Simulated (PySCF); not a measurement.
Molfile (atoms numbered from 1):
```
C5H9F
     RDKit          3D

 15 14  0  0  0  0  0  0  0  0999 V2000
   -1.8214   -0.6374   -0.1760 C   0  0  0  0  0  0  0  0  0  0  0  0
   -0.4578   -0.0290   -0.0283 C   0  0  0  0  0  0  0  0  0  0  0  0
   -0.4363    1.4673    0.0680 C   0  0  0  0  0  0  0  0  0  0  0  0
    0.6459   -0.7656    0.0015 C   0  0  0  0  0  0  0  0  0  0  0  0
    2.0742   -0.3455    0.1189 C   0  0  0  0  0  0  0  0  0  0  0  0
    0.5307   -2.1259   -0.0789 F   0  0  0  0  0  0  0  0  0  0  0  0
   -2.3353   -0.1933   -1.0277 H   0  0  0  0  0  0  0  0  0  0  0  0
   -1.7616   -1.7116   -0.3221 H   0  0  0  0  0  0  0  0  0  0  0  0
   -2.4170   -0.4396    0.7152 H   0  0  0  0  0  0  0  0  0  0  0  0
   -1.2223    1.8008    0.7430 H   0  0  0  0  0  0  0  0  0  0  0  0
    0.5132    1.8436    0.4340 H   0  0  0  0  0  0  0  0  0  0  0  0
   -0.6332    1.9064   -0.9104 H   0  0  0  0  0  0  0  0  0  0  0  0
    2.6904   -1.0465   -0.4409 H   0  0  0  0  0  0  0  0  0  0  0  0
    2.2263    0.6528   -0.2780 H   0  0  0  0  0  0  0  0  0  0  0  0
    2.3997   -0.3683    1.1596 H   0  0  0  0  0  0  0  0  0  0  0  0
  1  2  1  0
  2  3  1  0
  2  4  2  3
  4  5  1  0
  4  6  1  0
  1  7  1  0
  1  8  1  0
  1  9  1  0
  3 10  1  0
  3 11  1  0
  3 12  1  0
  5 13  1  0
  5 14  1  0
  5 15  1  0
M  END
```

All values are calculated (PySCF): geometry: GFN2-xTB, GIAO PBE0/pcSseg-1 shieldings. Gas phase, non-relativistic Hamiltonian, a single conformation, averaged over atoms made equivalent by symmetry, fast rotation or ring inversion.

Chemical shifts δ = σref − σ; ¹³C (σref 186.93), ¹H (σref 31.72) vs TMS; ¹⁹F (σref 170.95) against CFCl3, all at this level.

| atoms | nucleus | count | Hirshfeld charge | δ (ppm) |
| --- | --- | --- | --- | --- |
| H10/H11/H12 | ¹H | 3 | 0.04 | 1.65 |
| F6 | ¹⁹F | 1 | -0.09 | -103.1 |
| C4 | ¹³C | 1 | 0.08 | 160.3 |
| H7/H8/H9 | ¹H | 3 | 0.04 | ? |
| C1 | ¹³C | 1 | -0.12 | 18.0 |
| C5 | ¹³C | 1 | -0.12 | ? |
| H13/H14/H15 | ¹H | 3 | 0.05 | 2.09 |
| C2 | ¹³C | 1 | -0.02 | 114.8 |
| C3 | ¹³C | 1 | -0.12 | ? |

Task: Fill in the missing shifts.

Result: 
- C3: 19.8 ppm, allylic methyl carbon; aliphatic region, no heteroatom directly attached
- C5: 17.1 ppm, allylic methyl carbon; saturated and bonded to C and H only
- H7/H8/H9: 1.77 ppm, hydrogen on an allylic methyl carbon; allylic position

Shifts are as computed. Against solution values, carbons near 30 ppm lie about +3 ppm off and those near 130 ppm about +5 ppm. Of 1211 compounds with measured shifts, 218 miss one by over three times the rms of a fit or turn the order of signals round; such compounds aren't used in these exercises. Unscaled 19F shifts against computed CFCl3 carry errors that often reach 10 to 50 ppm.
